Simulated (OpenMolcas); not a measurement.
# A workflow on singlet B2

We compute the energy (UHF/pcseg-0), then a single-point energy (CASSCF(4,4)/pcseg-0), then the energy (CASPT2(4,4)/pcseg-0), then a single-point energy (SC-NEVPT2(4,4)/pcseg-0), then a single-point energy (MRCI(4,4)/pcseg-0) of singlet B2. 

The results are computed with OpenMolcas 26.06.

**1. Starting point**

The species is B2 (2 atoms), meant as a singlet with charge 0. As SMILES of the parent species, `B#B`. The shape is that of a GFN2-xTB optimisation. That shape belongs to the parent species and isn't relaxed for this state.

Bond lengths: B1–B2 1.405 Å.

**2. A single-point energy at UHF/pcseg-0 (run 1)**

Contents of step1.input:

```
&gateway
  baslib=$CurrDir
  coord
  2
  angstrom
  B        0.000000       0.000000       0.000000
  B        0.000000       0.000000       1.405120
  basis=pcseg-0
  group=NoSym

&seward

&scf
  uhf
  scramble=0.25
  prorbitals=1 1
```

The basis set pcseg-0 is read from a file made from the Basis Set Exchange's data (not shown).

On the command line:

```sh
$ export MOLCAS_MEM=1860
$ pymolcas step1.input > step1.log
```

Output:

```text
--- Start Module: gateway ---
[...]
--- Stop Module: gateway /rc=_RC_ALL_IS_WELL_ ---
--- Start Module: seward ---
[...]
      Basis functions           18
--- Stop Module: seward /rc=_RC_ALL_IS_WELL_ ---
--- Start Module: scf ---
[...]
       Convergence after  46 Iterations
[...]
::    Total SCF energy                                -48.9863152147
[...]
      Total spin, S                                     0.9861409526
[...]
      Total electronic charge=   10.000000
      Total            charge=   -0.000000
[...]
      Dipole Moment (debye):
      Origin of the operator (angstrom)=    0.0000    0.0000    0.7026
                   X=  4.6538E-05               Y=  4.0257E-05               Z=  1.3407E-05           Total=  6.2978E-05
      Quadrupole Moment (debye*angstrom):
[...]
--- Stop Module: scf /rc=_RC_ALL_IS_WELL_ ---
[...]
```

Wall time 2.1 s (1 thread of Arm Neoverse V2, shared host); peak memory 0.37 GiB.

**3. A single-point energy at CASSCF(4,4)/pcseg-0 (run 2)**

Contents of step2.input:

```
&GATEWAY
 BasLib=$CurrDir
 Coord
 2
 angstrom
 B        0.000000       0.000000       0.000000
 B        0.000000       0.000000       1.405120
 Basis=pcseg-0
 Group=NoSym

&SEWARD

&RASSCF
 FileOrb=$CurrDir/step1.UnaOrb
 Spin=1
 Nactel=4 0 0
 Inactive=3
 Ras2=4
 OrbListing=Nothing
 OrbAppear=Compact
```

The basis set pcseg-0 is read from a file made from the Basis Set Exchange's data (not shown).

On the command line:

```sh
$ export MOLCAS_MEM=1860
$ pymolcas step2.input > step2.log
```

Output:

```text
--- Start Module: gateway ---
[...]
--- Stop Module: gateway /rc=_RC_ALL_IS_WELL_ ---
--- Start Module: seward ---
[...]
      Basis functions           18
--- Stop Module: seward /rc=_RC_ALL_IS_WELL_ ---
--- Start Module: rasscf ---
[...]
      Number of active orbitals                  4
[...]
      Spin quantum number                      0.0
[...]
      Active orbitals                            4
[...]
      Number of CSFs                            20
[...]
      Number of root(s) required                 1
[...]
      Convergence after 11 iterations
[...]
      printout of CI-coefficients larger than  0.05 for root  1
      energy=     -48.972133
      conf/sym  1111     Coeff  Weight
             1  2200  -0.54146 0.29318
             6  2020   0.54123 0.29293
            10  udud   0.34483 0.11891
            14  0202   0.35738 0.12772
            15  uudd  -0.19906 0.03963
            20  0022  -0.35725 0.12763
      Natural orbitals and occupation numbers for root  1
      sym 1:   1.330763   1.000339   0.999661   0.669237
      ************************************************************************************************************************
      *                                                    Final results                                                     *
[...]
::    RASSCF root number  1 Total energy:    -48.97213321
[...]
      Total electronic charge=   10.000000
      Total            charge=   -0.000000
[...]
      Dipole Moment (debye):
      Origin of the operator (angstrom)=    0.0000    0.0000    0.7026
                   X= -7.0777E-07               Y=  5.7036E-08               Z= -1.0656E-08           Total=  7.1014E-07
      Quadrupole Moment (debye*angstrom):
[...]
--- Stop Module: rasscf /rc=_RC_ALL_IS_WELL_ ---
[...]
```

It took 1.5 s on 1 thread of Arm Neoverse V2, shared host; peak memory 0.37 GiB.

**4. A single-point energy at CASPT2(4,4)/pcseg-0 (run 3)**

Contents of step3.inp:

```
* B2 CASPT2
&GATEWAY
BasLib
$CurrDir
Coord
2
angstrom
B        0.000000       0.000000       0.000000
B        0.000000       0.000000       1.405120
Basis
pcseg-0
Group
NoSym
&SEWARD
&RASSCF
FileOrb
$CurrDir/step2.RasOrb
Spin
1
Nactel
4 0 0
Inactive
3
Ras2
4
OrbListing
Nothing
OrbAppear
Compact
&CASPT2
Imaginary
0.1
Frozen
2
```

The basis set pcseg-0 is read from a file made from the Basis Set Exchange's data (not shown).

On the command line:

```sh
$ export MOLCAS_MEM=1860
$ pymolcas step3.inp > step3.log
```

Output:

```text
--- Start Module: gateway ---
[...]
--- Stop Module: gateway /rc=_RC_ALL_IS_WELL_ ---
[...]
      Basis functions           18
[...]
--- Start Module: rasscf ---
[...]
      Number of active orbitals                  4
[...]
      Spin quantum number                      0.0
[...]
      Active orbitals                            4
[...]
      Number of CSFs                            20
[...]
      Number of root(s) required                 1
[...]
      Convergence after  4 iterations
[...]
      printout of CI-coefficients larger than  0.05 for root  1
      energy=     -48.972133
      conf/sym  1111     Coeff  Weight
             1  2200  -0.54153 0.29326
             6  2020   0.54116 0.29286
            10  udud   0.34484 0.11891
            14  0202   0.35742 0.12775
            15  uudd  -0.19905 0.03962
            20  0022  -0.35721 0.12760
      Natural orbitals and occupation numbers for root  1
      sym 1:   1.330764   1.000543   0.999457   0.669236
      ************************************************************************************************************************
      *                                                    Final results                                                     *
[...]
::    RASSCF root number  1 Total energy:    -48.97213321
[...]
      Total electronic charge=   10.000000
      Total            charge=   -0.000000
[...]
      Dipole Moment (debye):
      Origin of the operator (angstrom)=    0.0000    0.0000    0.7026
                   X= -2.2285E-07               Y=  7.3384E-09               Z= -3.7464E-10           Total=  2.2297E-07
      Quadrupole Moment (debye*angstrom):
[...]
--- Stop Module: rasscf /rc=_RC_ALL_IS_WELL_ ---
--- Start Module: caspt2 ---
[...]
 ###    WARNING: User changed nr of frozen orbitals.                         ###
 ###############################################################################
[...]
      E2 (Variational):          -0.0492219523
      Total energy:             -49.0213551636
[...]
      Reference weight:           0.96672
[...]
::    CASPT2 Root  1     Total energy:    -49.02135516
[...]
--- Stop Module: caspt2 /rc=_RC_ALL_IS_WELL_ ---
[...]
```

Wall time 1.4 s (1 thread of Arm Neoverse V2, shared host); peak memory 0.37 GiB.

**5. A single-point energy at SC-NEVPT2(4,4)/pcseg-0 (run 4)**

Contents of step4.inp:

```
&GATEWAY
  BasLib=$CurrDir
  Coord
  2
  angstrom
  B        0.000000       0.000000       0.000000
  B        0.000000       0.000000       1.405120
  Basis=pcseg-0
  Group=NoSym

&SEWARD

&RASSCF
  FileOrb=$CurrDir/step2.RasOrb
  Spin=1
  Nactel=4 0 0
  Inactive=3
  Ras2=4
  OrbListing=Nothing
  OrbAppear=Compact

&CASPT2
  SC-NEVPT2
  Frozen=2
```

The basis set pcseg-0 is read from a file made from the Basis Set Exchange's data (not shown).

On the command line:

```sh
$ export MOLCAS_MEM=1860
$ pymolcas step4.inp > step4.log
```

Output:

```text
--- Start Module: gateway ---
[...]
--- Stop Module: gateway /rc=_RC_ALL_IS_WELL_ ---
[...]
      Basis functions           18
[...]
--- Start Module: rasscf ---
[...]
      Number of active orbitals                  4
[...]
      Spin quantum number                      0.0
[...]
      Active orbitals                            4
[...]
      Number of CSFs                            20
[...]
      Number of root(s) required                 1
[...]
      Convergence after  4 iterations
[...]
      printout of CI-coefficients larger than  0.05 for root  1
      energy=     -48.972133
      conf/sym  1111     Coeff  Weight
             1  2200  -0.54153 0.29326
             6  2020   0.54116 0.29286
            10  udud   0.34484 0.11891
            14  0202   0.35742 0.12775
            15  uudd  -0.19905 0.03962
            20  0022  -0.35721 0.12760
      Natural orbitals and occupation numbers for root  1
      sym 1:   1.330764   1.000543   0.999457   0.669236
      ************************************************************************************************************************
      *                                                    Final results                                                     *
[...]
::    RASSCF root number  1 Total energy:    -48.97213321
[...]
      Total electronic charge=   10.000000
      Total            charge=   -0.000000
[...]
      Dipole Moment (debye):
      Origin of the operator (angstrom)=    0.0000    0.0000    0.7026
                   X= -2.2285E-07               Y=  7.3384E-09               Z= -3.7464E-10           Total=  2.2297E-07
      Quadrupole Moment (debye*angstrom):
[...]
--- Stop Module: rasscf /rc=_RC_ALL_IS_WELL_ ---
--- Start Module: caspt2 ---
[...]
 ###    WARNING: User changed nr of frozen orbitals.                         ###
 ###############################################################################
[...]
      E2 (Variational):          -0.0430276017
[...]
      E2 (Variational):          -0.0429010314
      Total energy:             -49.0150342427
[...]
      Reference weight:           0.97606
[...]
::    SC-NEVPT2 Root  1     Total energy:    -49.01503424
[...]
--- Stop Module: caspt2 /rc=_RC_ALL_IS_WELL_ ---
[...]
```

Run time: 1.4 s. Hardware: 1 thread of Arm Neoverse V2, shared host; peak memory 0.37 GiB.

**6. The energy at MRCI(4,4)/pcseg-0 (run 5)**

Contents of step5.input:

```
>>> EXPORT MOLCAS_PRINT=2

&GATEWAY
  BASLIB = $CurrDir
  COORD
  2
  angstrom
  B        0.000000       0.000000       0.000000
  B        0.000000       0.000000       1.405120
  BASIS = pcseg-0
  GROUP = NoSym

&SEWARD

&RASSCF
  FILEORB = $CurrDir/step2.RasOrb
  SPIN = 1
  NACTEL = 4 0 0
  INACTIVE = 3
  RAS2 = 4
  ORBLISTING = Nothing
  ORBAPPEAR = Compact

&MOTRA
  LUMORB
  FROZEN = 2

&GUGA
  ELECTRONS = 6
  SPIN = 1
  INACTIVE = 1
  ACTIVE = 4
  CIALL = 1

&MRCI
  SDCI
```

The basis set pcseg-0 is read from a file made from the Basis Set Exchange's data (not shown).

On the command line:

```sh
$ export MOLCAS_MEM=1860
$ pymolcas step5.input > step5.log
```

Output:

```text
--- Start Module: gateway ---
[...]
--- Stop Module: gateway /rc=_RC_ALL_IS_WELL_ ---
[...]
      Basis functions           18
[...]
      Number of active orbitals                  4
[...]
      Spin quantum number                      0.0
[...]
      Active orbitals                            4
[...]
      Number of CSFs                            20
[...]
      Number of root(s) required                 1
[...]
      Convergence after  4 iterations
[...]
      printout of CI-coefficients larger than  0.05 for root  1
      energy=     -48.972133
      conf/sym  1111     Coeff  Weight
             1  2200  -0.54153 0.29326
             6  2020   0.54116 0.29286
            10  udud   0.34484 0.11891
            14  0202   0.35742 0.12775
            15  uudd  -0.19905 0.03962
            20  0022  -0.35721 0.12760
      Natural orbitals and occupation numbers for root  1
      sym 1:   1.330764   1.000543   0.999457   0.669236
      ************************************************************************************************************************
      *                                                    Final results                                                     *
[...]
::    RASSCF root number  1 Total energy:    -48.97213321
[...]
      Dipole Moment (debye):
      Origin of the operator (angstrom)=    0.0000    0.0000    0.7026
                   X= -2.2285E-07               Y=  7.3384E-09               Z= -3.7464E-10           Total=  2.2297E-07
      Quadrupole Moment (debye*angstrom):
[...]
      *** WARNING: Default frozen orbitals is overwritten by user input.
      *** Default values:   2
[...]
--- Start Module: guga ---
[...]
--- Stop Module: guga /rc=_RC_ALL_IS_WELL_ ---
--- Start Module: mrci ---
[...]
       (But an ACPF correction will be computed)
       USE THE DEFAULT ACPF G-VALUE GFAC=  0.33333333333333331
[...]
                      CI ENERGY:   -49.04501043
[...]
                ACPF CORRECTION:    -0.00864585
[...]
      Total electronic charge=   10.000000
      Total            charge=   -0.000000
[...]
     ACPF CORRECTION:     -0.00864585
[...]
  CI State   1     Total energy:    -49.04501043     QDav:     -0.01378656     QACPF:     -0.00864585
[...]
--- Stop Module: mrci /rc=_RC_ALL_IS_WELL_ ---
[...]
```

It took 1.6 s on 1 thread of Arm Neoverse V2, shared host; peak memory 0.37 GiB.

**7. Results**

| quantity | value |
| --- | --- |
| run 1, UHF/pcseg-0: total energy | -48.98632 Eh |
| run 1, UHF/pcseg-0: dipole moment | 0.00 D |
| run 1, UHF/pcseg-0: HOMO energy | -9.74 eV |
| run 1, UHF/pcseg-0: LUMO energy | 0.13 eV |
| run 1, UHF/pcseg-0: HOMO–LUMO gap | 9.88 eV |
| run 1, UHF/pcseg-0: ⟨S²⟩ | 1.959 |
| run 2, CASSCF(4,4)/pcseg-0: total energy | -48.97213 Eh |
| run 2, CASSCF(4,4)/pcseg-0: dipole moment (CASSCF density) | 0.00 D |
| run 3, CASPT2(4,4)/pcseg-0: total energy | -49.02136 Eh |
| run 3, CASPT2(4,4)/pcseg-0: dipole moment (CASSCF density) | 0.00 D |
| run 4, SC-NEVPT2(4,4)/pcseg-0: total energy | -49.01503 Eh |
| run 4, SC-NEVPT2(4,4)/pcseg-0: dipole moment (CASSCF density) | 0.00 D |
| run 5, MRCI(4,4)/pcseg-0: total energy | -49.04501 Eh |
| run 5, MRCI(4,4)/pcseg-0: dipole moment (CASSCF density) | 0.00 D |

What this shows: ⟨S²⟩ (run 1, UHF/pcseg-0) is 1.96 where a pure singlet has 0.00: the reference is spin-contaminated.
